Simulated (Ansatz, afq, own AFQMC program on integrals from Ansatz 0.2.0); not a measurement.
# Cu⁺, singlet: AFQMC among the cluster methods

A free Cu cation.

Basis def2-TZVPP. Noble-gas cores (and the filled d shells of Ga–Kr and In–Xe) are frozen. AFQMC by an in-house program on the Cholesky factors that Ansatz 0.2.0 writes for its CCSD(T) run. The CISD trial takes its coefficients from CCSD amplitudes. Released means that phaseless walkers are propagated on without the constraint, phases kept. Uncertainties: one standard error, sampling alone. The metal's outer-core s and p shells are frozen, which shifts wave-function levels against functionals.

Determinant: RHF, the one that the program's search chose, which needn't be the lowest solution.

No full CI on the walks' own integrals is used here; CCSDT(Q) serves as the reference and is uncertain by about the last step of the cluster series.

Cautions: no relativity below Rb; outer-core shells of the metal frozen.

```
T1 diagnostic                               : 0.0129
weight of the determinant in the CISD state : 0.948
size of the correlated space                : 10 electrons in 55 orbitals
```

```tsv
level	correlation energy (eV)
MP2	-12.2318
CCSD	-10.6745
CCSD(T)	-11.0247
```

Question: Estimate where AFQMC with the constraint released lies against CCSD(T) on the same integrals.

Answer: 0.57 ± 0.17 mEh above CCSD(T).

Reference: CCSDT(Q), correlation energy -10.995 eV. The released energy is read at 1.20 1/Eh, later times being too noisy (meV from the phaseless value at times in 1/Eh: -2 ± 4 at 0.60, -8 ± 5 at 1.20, 17 ± 12 at 2.00, -4 ± 14 at 3.00, -7 ± 36 at 4.20).

```tsv
level	E − E(reference) (mEh)	share of correlation (%)
CCSD(T)	-1.11	100.27
CCSDT	-0.05	100.01
ph-AFQMC/HF	-10.12 ± 0.92	102.50
ph-AFQMC/CISD	-0.24 ± 0.09	100.06
released AFQMC	-0.54 ± 0.17	100.13
```

A walk keeps the symmetry of its determinant, which the program's search chose and which needn't be the lowest solution, so a lower state of the same spin and another symmetry isn't excluded. Released energies are given only where the last usable release times agree within the noise; a slower fall can still hide under it.
